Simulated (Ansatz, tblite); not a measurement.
**The cluster P₂S₂−: one state, many levels**

Aim: run the doublet of the cluster P₂S₂− at one geometry on many levels, and compare frontier levels, spin and run time.

Program: Ansatz 0.2.0, Gaussian basis. Level of theory: as each input shows. These are calculated values, not measurements.

Levels to be run: GFN1-xTB, GFN2-xTB, PBE-D4/def2-TZVPD, r2SCAN-D4/def2-TZVPD, r2SCAN0-D4/def2-TZVPD, r2SCANh-D4/def2-TZVPD, PBE-QIDH/def2-TZVPD, B3LYP-D4/def2-TZVPD, HSE06-D4/def2-TZVPD, PBE-D4/def2-SVPD, PBE0-D4/def2-SVPD, HF/STO-3G, HF/6-31G, B3LYP-D4/6-31G, CCSD(T)/def2-TZVPD, RPA/def2-TZVPD.

## 1. The geometry

The geometry is that of the doublet, from an earlier relaxation (PBE0-D4/def2-TZVPD). At that level it is the lowest of the isomers that a small search found.

4 atoms, charge -1, spin multiplicity 2.

Bond lengths: P1–P2 2.214 Å, P1–S3 2.068 Å, P2–S3 2.243 Å, P2–S4 1.997 Å. Angles: P2–P1–S3 63.0°, P1–P2–S3 55.3°, P1–P2–S4 108.7°, S3–P2–S4 111.4°, P1–S3–P2 61.7°.

The ion is computed in the gas phase, without counter-ions or solvent.

PBE0-D4/def2-TZVPD was run before; its log isn't repeated, and its numbers join the tables.

## 2. GFN1-xTB

Tight binding, by tblite at 300 K electronic temperature and without a spin-polarisation term:

```python
tblite.interface.Calculator('GFN1-xTB', numbers, positions, charge=-1, uhf=1).singlepoint()
```

Energy -350.4077 eV; 0.007 s.

## 3. GFN2-xTB

Tight binding, by tblite at 300 K electronic temperature and without a spin-polarisation term:

```python
tblite.interface.Calculator('GFN2-xTB', numbers, positions, charge=-1, uhf=1).singlepoint()
```

Energy -321.8296 eV; 0.008 s.

## 4. PBE-D4/def2-TZVPD

start.molden holds the orbitals of an earlier run on this state, given as this run's starting guess.

Input file in.yaml:

```yaml
crystal:
  periodic: [false, false, false]
  atoms:
    - {symbol: P, position_ang: [0.539541, 1.337662, -0.712621]}
    - {symbol: P, position_ang: [-0.053820, -0.782642, -0.475871]}
    - {symbol: S, position_ang: [-1.346453, 0.971815, 0.053080]}
    - {symbol: S, position_ang: [0.860732, -1.526846, 1.135403]}
basis:
  gaussian: {orbitals: def2-TZVPD, initial_orbitals: start.molden}
total_charge: -1
magnetization: {spin_polarized: true, initial_magnetization: 1}
hamiltonian: {xc: pbe, dispersion: d4}
scf: {omitted_lower_state_checks: [starts]}
output: {orbitals: {seedname: orbitals}}
```

Run with:

```
$ ansatz run in.yaml --threads 4 --pin off --events-out ev --progress --plain --max-ram 3916MiB
```

After this run come: r2SCAN-D4/def2-TZVPD; r2SCAN0-D4/def2-TZVPD; r2SCANh-D4/def2-TZVPD; PBE-QIDH/def2-TZVPD; B3LYP-D4/def2-TZVPD; HSE06-D4/def2-TZVPD; PBE-D4/def2-SVPD; PBE0-D4/def2-SVPD; HF/STO-3G; HF/6-31G; B3LYP-D4/6-31G; CCSD(T)/def2-TZVPD; RPA/def2-TZVPD.

Q: Predict the results of all the runs planned. Wanted: gap in def2-TZVPD, named functionals, smallest and largest; correlation energy, CCSD(T)/def2-TZVPD; ⟨S²⟩ in def2-TZVPD, named functionals, smallest and largest; PBE0 total energy, smallest basis above largest.

**Answer**, as computed:

| quantity | value |
| --- | --- |
| gap in def2-TZVPD, named functionals, smallest and largest | 1.01 eV (PBE-D4), 3.32 eV (r2SCAN0-D4) |
| correlation energy, CCSD(T)/def2-TZVPD | -19.22 eV |
| ⟨S²⟩ in def2-TZVPD, named functionals, smallest and largest | 0.754, 0.762 |
| PBE0 total energy, smallest basis above largest | 13.71 eV (def2-SVPD, def2-TZVPD) |

**Reading.** Orbital gaps of the named functionals in def2-TZVPD span 1.01 eV (PBE-D4) to 3.32 eV (r2SCAN0-D4); exact exchange widens it. Over the named functionals in def2-TZVPD spin contamination reaches 0.01 (r2SCAN0-D4), which is small.
